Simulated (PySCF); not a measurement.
# SiP: spin, charge, geometry and surroundings

One physical setting of the base script is moved in each run, with the edits that it forces.

Method: method and basis as typed in the scripts; program: PySCF 2.14.0.

3 further runs of the same task are left out: 3 that didn't finish.

### Step 1. Where the work starts

SiP: 2 atoms, charge 0, spin multiplicity 2.

Bond lengths: Si1–P2 1.962 Å.

### Step 2. Base script

The input, input.py:

```python
from pyscf import gto, scf, cc

mol = gto.M(
    atom='Si 0 0 0; P 0 0 1.962',
    basis='cc-pvdz-dk',
    charge=0,
    spin=1,
    verbose=3,
)
mf = scf.ROHF(mol)
mf = mf.sfx2c1e()
mf.kernel()
mycc = cc.CCSD(mf, frozen=10)
mycc.kernel()
mf.dip_moment()
print('orbital energies (hartree):', mf.mo_energy[..., max(0, mol.nelec[1]-3):mol.nelec[0]+3].round(4))
```

The run is started by

```
$ OMP_NUM_THREADS=1 python input.py
```

Its log is not repeated here.

Base result: E(SCF) = -630.989602 Eh, E(CCSD) − E(SCF) = -0.21730 Eh, μ = 1.75 D (of the SCF density).

The bond length is a typed value, not an optimised one.

### Step 3. Bond 1.825 Å

Run 1 changes bond length: 1.962 Å → 1.825 Å.

The input, input.py:

```python
from pyscf import gto, scf, cc

mol = gto.M(
    atom='Si 0 0 0; P 0 0 1.825',
    basis='cc-pvdz-dk',
    charge=0,
    spin=1,
    verbose=3,
)
mf = scf.ROHF(mol)
mf = mf.sfx2c1e()
mf.kernel()
mycc = cc.CCSD(mf, frozen=10)
mycc.kernel()
mf.dip_moment()
print('orbital energies (hartree):', mf.mo_energy[..., max(0, mol.nelec[1]-3):mol.nelec[0]+3].round(4))
```

The run is started by

```
$ OMP_NUM_THREADS=1 python input.py
```

### Step 4. Lengths in bohr

Run 2 changes length unit: angstrom → bohr; bond length: 1.962 Å → 1.962 bohr.

input.py: that of step 2 with these lines changed.

```diff
@@ -7,2 +7,3 @@
     spin=1,
+    unit='bohr',
     verbose=3,
```

### Step 5. Charge +2

Run 3 changes charge: 0 → 2.

input.py: that of step 2 with these lines changed.

```diff
@@ -5,3 +5,3 @@
     basis='cc-pvdz-dk',
-    charge=0,
+    charge=2,
     spin=1,
```

### Step 6. Sextet

Run 4 changes spin (2S): 1 → 5.

input.py: that of step 2 with these lines changed.

```diff
@@ -6,3 +6,3 @@
     charge=0,
-    spin=1,
+    spin=5,
     verbose=3,
```

**Question.** What will these runs give? Wanted: for each run, E(SCF); from base; SCF dipole; after the SCF.

**Answer**, as computed:

```csv
run,E(SCF) (hartree),from base (eV),SCF dipole (D),after the SCF
base,-630.989602,0,1.75,"CCSD correlation -5.913 eV, core frozen"
bond 1.825 Å,-630.974887,+0.4004,1.86,"CCSD correlation -5.738 eV, core frozen"
lengths in bohr (poor choice),-628.904326,not comparable,0.13,"CCSD correlation -4.766 eV, core frozen"
charge +2,-630.065345,+25.1503,n/a,"CCSD correlation -5.014 eV, core frozen"
sextet,-630.893725,+2.6090,0.10,"CCSD correlation -4.020 eV, core frozen"
```

**Reading.** Of the runs whose energies can be compared, “sextet” moves the SCF energy most (+2.609 eV). The sextet solution found lies 2.61 eV above the base doublet at this geometry and level. Rows marked «poor choice» come from settings spoiled on purpose.
